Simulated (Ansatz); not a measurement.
**How far each method lies from UCCSDT(Q) for [Cl···H···Cl], doublet**

Geometry: a point of a hydrogen-transfer path between rigid fragments, not a stationary point.

```xyz
3

Cl    0.0000    0.0000   -1.4543
H     0.0000    0.0000   -0.1183
Cl    0.0000    0.0000    1.5727
```

Basis cc-pVDZ; Ansatz 0.2.0. Correlated methods freeze the noble-gas cores, which leaves 15 electrons in 31 orbitals. R marks a restricted (for open shells ROHF) determinant, U an unrestricted one. Active spaces: pair = (3e, 3o) about the gap; valence = (15e, 9o) chosen from the atoms' valence shells.

Full CI isn't at hand for all of this; UCCSDT(Q) serves as the reference, and is uncertain by about the last step of the cluster series. The frozen core follows each run's orbitals, which can shift R against U totals by a few meV.

For open shells CISD is restricted-active-space CI with the open shells as a complete middle space.

* UHF ⟨S²⟩: 0.771
* T1 diagnostic (RCCSD): 0.0183
* largest doubles amplitude (RCCSD): 0.058
* T1 diagnostic (UCCSD): 0.0110

From what is known of these methods and the diagnostics, rank them by the size of their error in total energy against UCCSDT(Q) in cc-pVDZ, smallest first (an estimate: the text doesn't fix the numbers).
A. RCCSDT
B. MRCISD (valence space)
C. UCCSD
D. UMP2
E. CASSCF (pair space)

A (0.32 kcal/mol), C (3.76 kcal/mol), B (17.06 kcal/mol), D (24.17 kcal/mol), E (184.16 kcal/mol).

All errors are against UCCSDT(Q) in cc-pVDZ. Within each family the higher level lies nearer, as is usual though not guaranteed.

Natural occupations of CASSCF (valence space) about the gap: 2.000 1.999 1.998 1.970 1.002 0.031; effectively unpaired electrons, Σ n²(2−n)², 1.01.
